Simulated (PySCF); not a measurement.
Basis-set dependence of population analyses: `Fc1ccccc1`

C₆H₅F.
SMILES with atom numbers: `[F:1][c:2]1[cH:3][cH:4][cH:5][cH:6][cH:7]1` (hydrogens: H8 on C3; H9 on C4; H10 on C5; H11 on C6; H12 on C7)

PBE0 throughout (PySCF), one geometry, spherical d and f functions. Geometry: PBE0-D3(BJ)/def2-SVP; no solvent, vibrations or thermal averaging. Atoms taken as equivalent share a column and are averaged. The first 7 of 8 kinds of atom are listed.

Mulliken charges (e):

```tsv
basis	functions	F1	C2	C3/C7	C4/C6	C5	H8/H12	H9/H11
STO-3G	40	-0.068	+0.104	-0.112	-0.080	-0.095	+0.091	+0.087
pcSseg-0	73	-0.362	+0.259	-0.214	-0.242	-0.231	+0.256	+0.246
6-31G	73	-0.327	+0.298	-0.190	-0.170	-0.167	+0.191	+0.179
6-31G*	108	-0.324	+0.431	-0.253	-0.165	-0.176	+0.187	+0.178
cc-pVDZ	123	-0.166	+0.149	-0.032	+0.004	-0.007	+0.021	+0.014
def2-SVP	123	-0.207	+0.275	-0.083	-0.018	-0.018	+0.032	+0.031
pcSseg-1	144	-0.275	+0.316	-0.161	-0.085	-0.090	+0.115	+0.105
aug-cc-pVDZ	206	-0.620	+0.524	+0.425	+0.780	+0.422	-0.523	-0.570
6-311+G(2d,p)	219	-0.320	+0.072	+0.023	-0.115	-0.152	+0.122	+0.114
def2-TZVP	247	-0.188	+0.282	-0.191	-0.113	-0.122	+0.130	+0.126
cc-pVTZ	280	-0.161	+0.273	-0.191	-0.115	-0.122	+0.128	+0.123
IGLO-III	295	-0.238	+0.284	-0.140	-0.084	-0.119	+0.114	+0.099
pcSseg-2	322	-0.269	+0.365	-0.112	-0.013	-0.030	+0.040	+0.036
```

IAO charges (e):

```tsv
basis	functions	F1	C2	C3/C7	C4/C6	C5	H8/H12	H9/H11
STO-3G	40	-0.080	+0.145	-0.180	-0.131	-0.152	+0.144	+0.141
pcSseg-0	73	-0.235	+0.260	-0.193	-0.139	-0.163	+0.167	+0.157
6-31G	73	-0.251	+0.267	-0.192	-0.141	-0.163	+0.169	+0.159
6-31G*	108	-0.258	+0.298	-0.193	-0.135	-0.160	+0.161	+0.152
cc-pVDZ	123	-0.258	+0.299	-0.195	-0.137	-0.163	+0.163	+0.154
def2-SVP	123	-0.257	+0.296	-0.192	-0.134	-0.160	+0.161	+0.151
pcSseg-1	144	-0.264	+0.297	-0.194	-0.139	-0.164	+0.166	+0.156
aug-cc-pVDZ	206	-0.271	+0.300	-0.196	-0.141	-0.166	+0.168	+0.159
6-311+G(2d,p)	219	-0.272	+0.301	-0.195	-0.141	-0.166	+0.168	+0.159
def2-TZVP	247	-0.272	+0.305	-0.196	-0.140	-0.166	+0.167	+0.158
cc-pVTZ	280	-0.269	+0.305	-0.197	-0.140	-0.166	+0.167	+0.158
IGLO-III	295	-0.272	+0.303	-0.197	-0.141	-0.167	+0.169	+0.159
pcSseg-2	322	-0.272	+0.304	-0.197	-0.141	-0.167	+0.168	+0.158
```

Hirshfeld charges (e):

| basis | functions | F1 | C2 | C3/C7 | C4/C6 | C5 | H8/H12 | H9/H11 |
| --- | --- | --- | --- | --- | --- | --- | --- | --- |
| STO-3G | 40 | -0.025 | +0.073 | -0.055 | -0.023 | -0.039 | +0.031 | +0.029 |
| pcSseg-0 | 73 | -0.082 | +0.087 | -0.066 | -0.039 | -0.051 | +0.053 | +0.051 |
| 6-31G | 73 | -0.092 | +0.085 | -0.065 | -0.041 | -0.053 | +0.057 | +0.054 |
| 6-31G* | 108 | -0.081 | +0.086 | -0.066 | -0.042 | -0.055 | +0.055 | +0.053 |
| cc-pVDZ | 123 | -0.069 | +0.082 | -0.068 | -0.041 | -0.055 | +0.053 | +0.052 |
| def2-SVP | 123 | -0.077 | +0.088 | -0.068 | -0.041 | -0.055 | +0.054 | +0.052 |
| pcSseg-1 | 144 | -0.080 | +0.087 | -0.068 | -0.043 | -0.056 | +0.056 | +0.054 |
| aug-cc-pVDZ | 206 | -0.084 | +0.084 | -0.069 | -0.046 | -0.059 | +0.060 | +0.057 |
| 6-311+G(2d,p) | 219 | -0.087 | +0.083 | -0.068 | -0.045 | -0.059 | +0.060 | +0.057 |
| def2-TZVP | 247 | -0.084 | +0.085 | -0.068 | -0.045 | -0.058 | +0.059 | +0.056 |
| cc-pVTZ | 280 | -0.080 | +0.086 | -0.069 | -0.044 | -0.058 | +0.057 | +0.055 |
| IGLO-III | 295 | -0.085 | +0.085 | -0.069 | -0.045 | -0.058 | +0.059 | +0.057 |
| pcSseg-2 | 322 | -0.085 | +0.086 | -0.069 | -0.045 | -0.058 | +0.059 | +0.057 |

Which scheme is steadiest as the basis changes?

Largest range over the bases for any column: Hirshfeld 0.07 e, IAO 0.19 e, Mulliken 1.02 e. Hirshfeld charges move least and Mulliken charges most, counted in e. Without the minimal STO-3G basis the ranges are Hirshfeld 0.02, IAO 0.05, Mulliken 1.02 e.

How much do the charges still move between the two largest bases, IGLO-III and pcSseg-2?

At most, over all atoms: Mulliken 0.089 e, IAO 0.002 e, Hirshfeld 0.001 e.

What do the same runs give for the total energy, the frontier levels and the dipole moment?

```json
{"basis": "STO-3G", "energy (Eh)": "-326.8816", "HOMO (eV)": "-4.68", "LUMO (eV)": "2.66", "μ (D)": "0.34"}
{"basis": "pcSseg-0", "energy (Eh)": "-330.3750", "HOMO (eV)": "-7.36", "LUMO (eV)": "-0.47", "μ (D)": "1.65"}
{"basis": "6-31G", "energy (Eh)": "-331.0377", "HOMO (eV)": "-7.04", "LUMO (eV)": "-0.11", "μ (D)": "1.68"}
{"basis": "6-31G*", "energy (Eh)": "-331.1070", "HOMO (eV)": "-6.88", "LUMO (eV)": "-0.08", "μ (D)": "1.27"}
{"basis": "cc-pVDZ", "energy (Eh)": "-331.1363", "HOMO (eV)": "-7.04", "LUMO (eV)": "-0.31", "μ (D)": "1.27"}
{"basis": "def2-SVP", "energy (Eh)": "-330.8734", "HOMO (eV)": "-7.15", "LUMO (eV)": "-0.41", "μ (D)": "1.35"}
{"basis": "pcSseg-1", "energy (Eh)": "-331.0770", "HOMO (eV)": "-7.25", "LUMO (eV)": "-0.54", "μ (D)": "1.43"}
{"basis": "aug-cc-pVDZ", "energy (Eh)": "-331.1536", "HOMO (eV)": "-7.20", "LUMO (eV)": "-0.58", "μ (D)": "1.42"}
{"basis": "6-311+G(2d,p)", "energy (Eh)": "-331.2080", "HOMO (eV)": "-7.20", "LUMO (eV)": "-0.59", "μ (D)": "1.47"}
{"basis": "def2-TZVP", "energy (Eh)": "-331.2382", "HOMO (eV)": "-7.18", "LUMO (eV)": "-0.53", "μ (D)": "1.39"}
{"basis": "cc-pVTZ", "energy (Eh)": "-331.2270", "HOMO (eV)": "-7.15", "LUMO (eV)": "-0.47", "μ (D)": "1.34"}
{"basis": "IGLO-III", "energy (Eh)": "-331.2437", "HOMO (eV)": "-7.20", "LUMO (eV)": "-0.58", "μ (D)": "1.42"}
{"basis": "pcSseg-2", "energy (Eh)": "-331.2374", "HOMO (eV)": "-7.22", "LUMO (eV)": "-0.59", "μ (D)": "1.44"}
```

The dipole is fixed by the density alone, so its range of 1.34 D shows that the density itself changes with the basis, not only its division among atoms.
